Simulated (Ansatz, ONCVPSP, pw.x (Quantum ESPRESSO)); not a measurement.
## pw.x on diamond Sc: one setting changed

Potential: optimised norm-conserving Vanderbilt (ONCV), ONCVPSP 4.0.1, PBEsol; core [Ne], reference 3s2 3p6 3d1 4s2; waves: 3s+4s: rc 1.85 bohr, ncon 3, nbas 6, qcut 5.4 1/bohr, 2 projectors; 3p: rc 1.50 bohr, ncon 3, nbas 6, qcut 10.2 1/bohr, 2 projectors, debl 1.3 Ha; 3d: rc 1.50 bohr, ncon 4, nbas 9, qcut 9.8 1/bohr, local; local part: the d channel; core correction: polynomial model core, fcfact 0.5.

The reference run (k-mesh 8³, cutoffs 95/380 Ry, Fermi–Dirac 0.01 Ry, mixing_beta 0.4, conv_thr 1e-9, no spin) gives 0.11 GPa at 32.090 Å³/atom, where all-electron LAPW gives -0.01 GPa. This run, with its own iteration cap, changes smearing to mv.

```
&control
  calculation='scf', prefix='x', pseudo_dir='./', outdir='./tmp', tstress=.true., disk_io='none'
/
&system
  ibrav=0, nat=2, ntyp=1, ecutwfc=95, ecutrho=380, nbnd=20,
  occupations='smearing', smearing='mv', degauss=0.01
/
&electrons
  conv_thr=1e-09, mixing_beta=0.4, electron_maxstep=60
/
ATOMIC_SPECIES
Sc 1.0 Sc.UPF
CELL_PARAMETERS angstrom
  0.00000000 3.17777569 3.17777569
  3.17777569 0.00000000 3.17777569
  3.17777569 3.17777569 0.00000000
ATOMIC_POSITIONS crystal
Sc 0.0000 0.0000 0.0000
Sc 0.2500 0.2500 0.2500
K_POINTS automatic
8 8 8 0 0 0
```

```bash
pw.x < Sc.scf.in > Sc.scf.out
```

Task: How does the run end?

Result: It converges in 8 iterations; the free energy moves by +71.2 meV/atom and the pressure by -0.54 GPa. This scheme is built to cancel the term in the square of the width that Fermi–Dirac smearing leaves in the F of a metal.

```
Message from routine setup:
     using ibrav=0 with symmetry is DISCOURAGED, use correct ibrav instead
     lattice parameter (alat)  =       8.4925  a.u.
     unit-cell volume          =     433.1081 (a.u.)^3
     number of electrons       =        22.00
     number of Kohn-Sham states=           20
     kinetic-energy cutoff     =      95.0000  Ry
     charge density cutoff     =     380.0000  Ry
     scf convergence threshold =      1.0E-09
     Exchange-correlation= PBESOL
     number of k points=    29  Marzari-Vanderbilt smearing, width (Ry)=  0.0100
     iteration #  1     ecut=    95.00 Ry     beta= 0.40
     total energy              =    -210.55884403 Ry
     estimated scf accuracy    <       0.00148651 Ry
     iteration #  2     ecut=    95.00 Ry     beta= 0.40
     total energy              =    -210.55890820 Ry
     estimated scf accuracy    <       0.00043559 Ry
     iteration #  3     ecut=    95.00 Ry     beta= 0.40
     total energy              =    -210.55893840 Ry
     estimated scf accuracy    <       0.00004087 Ry
     iteration #  4     ecut=    95.00 Ry     beta= 0.40
     total energy              =    -210.55894203 Ry
     estimated scf accuracy    <       0.00000274 Ry
     iteration #  5     ecut=    95.00 Ry     beta= 0.40
     total energy              =    -210.55894255 Ry
     estimated scf accuracy    <       0.00000003 Ry
     iteration #  6     ecut=    95.00 Ry     beta= 0.40
     total energy              =    -210.55894257 Ry
     estimated scf accuracy    <          7.9E-09 Ry
     iteration #  7     ecut=    95.00 Ry     beta= 0.40
     total energy              =    -210.55894257 Ry
     estimated scf accuracy    <          1.7E-09 Ry
     iteration #  8     ecut=    95.00 Ry     beta= 0.40
     the Fermi energy is     6.1955 ev
!    total energy              =    -210.55894258 Ry
     estimated scf accuracy    <          1.5E-10 Ry
     smearing contrib. (-TS)   =       0.00078471 Ry
     The total energy is F=E-TS. E is the sum of the following terms:
     one-electron contribution =    -109.09450930 Ry
     hartree contribution      =      56.51078201 Ry
     xc contribution           =     -49.43496495 Ry
     ewald contribution        =    -108.54103504 Ry
     convergence has been achieved in   8 iterations
          total   stress  (Ry/bohr**3)                   (kbar)     P=       -4.30
     Message from routine punch:
     Nothing written, as per user request (disk_io='none')
```

The run took about 28 s on one core of a shared server CPU.
